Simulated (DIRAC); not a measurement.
**SiCl+: KT1/cc-pVDZ-DK (sfX2C, uncontracted yes)**

Wanted: a point of an energy scan of SiCl+. 

Program for the calculation: DIRAC 26.1 (patched).

15 further runs of the same task are left out: 1 that didn't finish, 14 set aside as unsound or not needed.

**1. Starting point**

SiCl+: 2 atoms, total charge +1, spin state singlet.

Bond lengths: Si1–Cl2 2.044 Å.

**2. A point of an energy scan at KT1/cc-pVDZ-DK (sfX2C, uncontracted yes)**

The input, mol.mol:

```
INTGRL
ClSi
cc-pVDZ-DK
C   2  1           A
       14.    1
Si        0.00000000      0.00000000      0.00000000
LARGE BASIS cc-pVDZ-DK
       17.    1
Cl        0.00000000      0.00000000      2.04424057
LARGE BASIS cc-pVDZ-DK
FINISH
```

The input, calc.inp:

```
# ClSi
**DIRAC
.TITLE
 ClSi
.WAVE FUNCTION
**HAMILTONIAN
.X2C
.SPINFREE
.DFT
KT1
**INTEGRALS
*READIN
.UNCONTRACT
**GRID
.ULTRAFINE
**WAVE FUNCTION
.SCF
**END OF INPUT
```

Started as:

```
$ pam --inp=calc.inp --mol=mol.mol --noarch --mw=122 --aw=276
```

The log of the run:

```text
SCF - CYCLE
                                   -----------

* Convergence on norm of error vector (gradient).
  Desired convergence:1.000D-07
  Allowed convergence:1.000D-06

* ERGVAL - convergence in total energy
* FCKVAL - convergence in maximum change in total Fock matrix
* EVCVAL - convergence in error vector (gradient)
--------------------------------------------------------------------------------------------------------------------------------
           Energy               ERGVAL    FCKVAL    EVCVAL      Conv.acc    CPU          Integrals
--------------------------------------------------------------------------------------------------------------------------------
It.    1    -373.9225477283      0.00D+00  0.00D+00  0.00D+00               0.02375101s   Atom. scrpot
It.    2    -755.2047817753      3.81D+02 -1.32D+01  3.48D+00               0.42500000s   LL
It.    3    -754.9313237156     -2.73D-01 -6.87D-01  1.07D+00   DIIS   2    0.27300000s   LL
It.    4    -754.6965319059     -2.35D-01  1.49D+00  1.37D+00   DIIS   3    0.26000000s   LL
It.    5    -755.2758806282      5.79D-01 -8.18D-01  1.78D-01   DIIS   4    0.25800000s   LL
It.    6    -755.2860903462      1.02D-02 -9.85D-02  5.39D-02   DIIS   5    0.25800000s   LL
It.    7    -755.2870191374      9.29D-04  2.40D-02  1.00D-02   DIIS   6    0.25800000s   LL
It.    8    -755.2870578914      3.88D-05  5.93D-03  2.41D-03   DIIS   7    0.25900000s   LL
It.    9    -755.2870596877      1.80D-06  5.61D-04  2.24D-04   DIIS   8    0.25800000s   LL
It.   10    -755.2870597083      2.06D-08 -1.31D-04  8.47D-05   DIIS   9    0.25800000s   LL
It.   11    -755.2870597110      2.68D-09  5.98D-05  9.41D-06   DIIS   9    0.25700000s   LL
It.   12    -755.2870597110      2.79D-11 -5.35D-06  5.09D-07   DIIS   9    0.26000000s   LL
It.   13    -755.2870597110      1.08D-11  1.15D-07  8.58D-08   DIIS   9    0.25500000s   LL
--------------------------------------------------------------------------------------------------------------------------------
* Convergence after   13 iterations.
      No 2-ints    :    0.02400000s
      LL           :    0.27325000s

                                   TOTAL ENERGY
                                   ------------

   Charge of molecule : 1

   Electronic energy                        :    -816.89633308020780

   Other contributions to the total energy
   Nuclear repulsion energy                 :      61.60927336916712

   Sum of all contributions to the energy
   Total energy                             :    -755.28705971104068

                                   Eigenvalues
                                   -----------

* Boson symmetry A1
  * Closed shell, f = 1.0000
  -101.80129924869  ( 2)      -66.34098234770  ( 2)       -9.61560228975  ( 2)       -7.32048264462  ( 2)       -5.50426661948  ( 2)
    -3.84139709298  ( 2)       -1.03894702642  ( 2)       -0.71669800724  ( 2)       -0.55716272971  ( 2)
  * Virtual eigenvalues, f = 0.0000
    -0.26451755431  ( 2)       -0.07108476881  ( 2)        0.02057745463  ( 2)        0.03632769982  ( 2)        0.12759457129  ( 2)
     0.35240764052  ( 2)        0.41327965154  ( 2)        0.45739298503  ( 2)        0.89456464295  ( 2)        2.64559042629  ( 2)
     3.43707859924  ( 2)        4.60036780592  ( 2)        8.53603140370  ( 2)       13.08300840270  ( 2)       15.92708365618  ( 2)
    34.83747523292  ( 2)       48.77737383970  ( 2)       58.10577379405  ( 2)       60.78472320281  ( 2)      149.95164158885  ( 2)
   178.10786586462  ( 2)      226.89313517591  ( 2)      244.66157613151  ( 2)      511.70832263704  ( 2)      772.22957783496  ( 2)
   824.52101326500  ( 2)      991.75414727899  ( 2)     1651.40681466667  ( 2)     2601.64855865223  ( 2)     5313.26620850225  ( 2)
  8001.89814091852  ( 2)    17006.26453608346  ( 2)    23950.48942082340  ( 2)    56130.82965172984  ( 2)    74164.35643153341  ( 2)

* Boson symmetry B1
  * Closed shell, f = 1.0000
    -7.31732189340  ( 2)       -3.84636797620  ( 2)       -0.56895677380  ( 2)
  * Virtual eigenvalues, f = 0.0000
    -0.39278118613  ( 2)        0.00737467941  ( 2)        0.05893947698  ( 2)        0.26876678642  ( 2)        0.53890886639  ( 2)
     2.48744950609  ( 2)        3.33832985242  ( 2)       12.95306647872  ( 2)       15.84639182028  ( 2)       48.67756908624  ( 2)
    60.72174549497  ( 2)      178.03286959145  ( 2)      226.84694257676  ( 2)      772.18013778061  ( 2)      991.72412017694  ( 2)

* Boson symmetry B2
  * Closed shell, f = 1.0000
    -7.31732189340  ( 2)       -3.84636797620  ( 2)       -0.56895677380  ( 2)
  * Virtual eigenvalues, f = 0.0000
    -0.39278118613  ( 2)        0.00737467941  ( 2)        0.05893947698  ( 2)        0.26876678642  ( 2)        0.53890886639  ( 2)
     2.48744950609  ( 2)        3.33832985242  ( 2)       12.95306647872  ( 2)       15.84639182028  ( 2)       48.67756908624  ( 2)
    60.72174549497  ( 2)      178.03286959145  ( 2)      226.84694257676  ( 2)      772.18013778061  ( 2)      991.72412017694  ( 2)

* Boson symmetry A2
  * Virtual eigenvalues, f = 0.0000
     0.03632769979  ( 2)        0.41327965157  ( 2)

* Occupation in fermion symmetry E1
  * Inactive orbitals
      A1   A1   A1   A1   B1   B2   A1   B1   B2   A1   A1   A1   B2   B1   A1
  * Virtual orbitals
      B1   B2   A1   A1   B1   B2   A1   A2   A1   B2   B1   A1   B1   B2   A1   A1   A2   A1
      B1   B2   A1   B2   B1   A1   B1   B2   A1   A1   A1   B2   B1   A1   B1   B2   A1   A1
      B2   B1   A1   A1   B2   B1   A1   A1   B2   B1   A1   B2   B1   A1   A1   A1   B2   B1
      A1   A1   B2   B1   A1   A1   A1   A1   A1   A1   A1   A1   A1

* Occupation of subblocks
                       E1 :  A1   B1   B2   A2
  closed shells (f=1.0000):    9    3    3    0
 virtual shells (f=0.0000):   35   15   15    2
tot.num. of pos.erg shells:   44   18   18    2

* HOMO - LUMO gap:

    E(LUMO) :    -0.39278119 au (symmetry B1 )
  - E(HOMO) :    -0.55716273 au (symmetry A1 )
  ------------------------------------------
    gap     :     0.16438154 au

 * Closing HDF5 checkpoint file
    - Checkpoint file contains all required data, can be used for restarts
    - Checkpoint file closed

*****************************************************
********** E N D   of   D I R A C  output  **********
*****************************************************

>>>> Total WALL time used in DIRAC: 3s
```

Run time: 3.6 s. Hardware: 1 thread of Intel Xeon Platinum 8259CL at 2.50GHz (Skylake/Cascade Lake), shared host; peak memory 0.072 GiB.

**3. What came out**

Level: KT1/cc-pVDZ-DK (sfX2C, uncontracted yes).

| quantity | value |
| --- | --- |
| total energy | -755.28706 Eh |
| HOMO energy | -15.16 eV |
| LUMO energy | -10.69 eV |
| HOMO–LUMO gap | 4.47 eV |
